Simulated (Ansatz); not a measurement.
# [HO2]− (hydroperoxide(1-)) at CCSDT(Q)/STO-3G

Aim: the vertical ionisation energy of [HO2]− (hydroperoxide(1-)) at CCSDT(Q)/STO-3G, from 2 runs. 

The calculation is run with Ansatz 0.2.0.

## 1. The structure to begin with

[HO2]− has 3 atoms, charge -1, and is taken as a singlet. As SMILES, `[O-]O`. The coordinates come from a GFN2-xTB relaxation.

Bond lengths: O1–O2 1.458 Å, O2–H3 0.963 Å. Angles: O1–O2–H3 100.3°.

## 2. A single-point energy at CCSDT(Q)/STO-3G

Contents of input.yaml:

```yaml
crystal:
  periodic: [false, false, false]
  atoms:
    - symbol: O
      position_ang: [-0.355040, 1.013280, -0.080710]
    - symbol: O
      position_ang: [-0.244450, -0.436620, -0.180910]
    - symbol: H
      position_ang: [0.599490, -0.576670, 0.261620]
basis:
  gaussian:
    orbitals: STO-3G
total_charge: -1
correlation:
  method: ccsdt_q
  frozen_orbitals: {H: 0, O: 1}
accuracy: high
scf:
  omitted_lower_state_checks: [cluster_reference, increment]
```

Command:

```
$ ansatz run input.yaml --threads 1 --pin off --max-ram 2610MiB --events-out events.jsonl --progress --plain --runs-dir runs
```

What it wrote, cut to the lines that bear on the results:

```text
Warning: RAYON_NUM_THREADS=1 ignored (pool sized by the plan → 1); use --threads N
Functional definition: HF
  name "HF"
[...]
168 factors; integrals over basis functions are off by at most 4.4e-8 eV
[...]
mean field -4025.44498866 eV, -147.9323747888 hartree, gradient 2.2e-8 eV, S^2 0.000000; 0 other end points of the search recorded, 0 dependent functions left out
2 core orbitals not correlated: weight in the atoms' cores, before any rotation towards them, 1.000 or more for the frozen orbitals, at most 0.000 for the correlated occupied ones
reference -4025.44498866 eV, -147.9323747888 hartree; 7, 7 occupied and 2, 2 virtual orbitals, 168 factors
second order -1.35790112 eV of doubles, -0.00000000 eV of singles
cycle   1  -1.68695652 eV  change   -3.3e-1 eV  update   4.6e-2
[...]
cycle  23  -1.88084997 eV  change   -1.4e-9 eV  update  9.4e-10
perturbative correction -0.00079811 eV, -0.0000293299 hartree
Total energy: -4027.32663675 eV, -148.0015240804 hartree
Checks for a lower state left out: cluster_reference, increment
```

It took 0.14 s on 1 thread of Arm Neoverse V1, shared host.

## 3. Doublet neutral HO2 at the same level

Contents of molecule.yaml:

```yaml
crystal:
  periodic: [false, false, false]
  atoms:
    - {symbol: O, position_ang: [-0.355040, 1.013280, -0.080710]}
    - {symbol: O, position_ang: [-0.244450, -0.436620, -0.180910]}
    - {symbol: H, position_ang: [0.599490, -0.576670, 0.261620]}
basis:
  gaussian:
    orbitals: STO-3G
magnetization:
  spin_polarized: true
  initial_magnetization: 1
correlation:
  method: ccsdt_q
  frozen_orbitals: {H: 0, O: 1}
accuracy: high
scf:
  omitted_lower_state_checks: [cluster_reference, increment]
```

Command:

```
$ ansatz run molecule.yaml --threads 1 --pin off --max-ram 2610MiB --events-out events.jsonl --progress --plain --runs-dir runs
```

What it wrote, cut to the lines that bear on the results:

```text
Warning: RAYON_NUM_THREADS=1 ignored (pool sized by the plan → 1); use --threads N
[... 2 set-up lines as earlier in the session ...]
[...]
168 factors; integrals over basis functions are off by at most 4.4e-8 eV
[...]
mean field -4032.34194351 eV, -148.1858332044 hartree, gradient 1.7e-8 eV, S^2 0.812739; 7 other end points of the search recorded, 0 dependent functions left out
2 core orbitals not correlated: weight in the atoms' cores, before any rotation towards them, 1.000 or more for the frozen orbitals, at most 0.000 for the correlated occupied ones
reference -4032.34194351 eV, -148.1858332044 hartree; 7, 6 occupied and 2, 3 virtual orbitals, 168 factors
second order -1.61274632 eV of doubles, -0.00000000 eV of singles
cycle   1  -2.01829455 eV  change   -4.1e-1 eV  update   7.2e-2
[...]
cycle  33  -2.55218382 eV  change  -9.1e-11 eV  update  4.5e-10
perturbative correction -0.00151399 eV, -0.0000556380 hartree
Total energy: -4034.89564131 eV, -148.2796798676 hartree
Checks for a lower state left out: cluster_reference, increment
```

It took 0.52 s on 1 thread of Arm Neoverse V1, shared host.

## 4. Outcome

At CCSDT(Q)/STO-3G, 2 core orbitals frozen:

```
                                                        quantity          value
                                    singlet [HO2]−: total energy  -148.00152 Eh
     singlet [HO2]−: correlation energy (2 core orbitals frozen)      -69.1 mEh
                                   singlet [HO2]−: T1 diagnostic          0.008
                               doublet neutral HO2: total energy  -148.27968 Eh
doublet neutral HO2: correlation energy (2 core orbitals frozen)      -93.8 mEh
          doublet neutral HO2: ⟨S²⟩ of the reference determinant          0.813
                              doublet neutral HO2: T1 diagnostic          0.037
             vertical ionisation energy (to the doublet neutral)      -7.569 eV
```

What this shows: The species is unbound against losing an electron at this level, by 7.57 eV (−175 kcal/mol); missing correlation or diffuse functions can give that sign where the real anion is bound. In a minimal basis such a difference can be off by several eV, whatever the method.
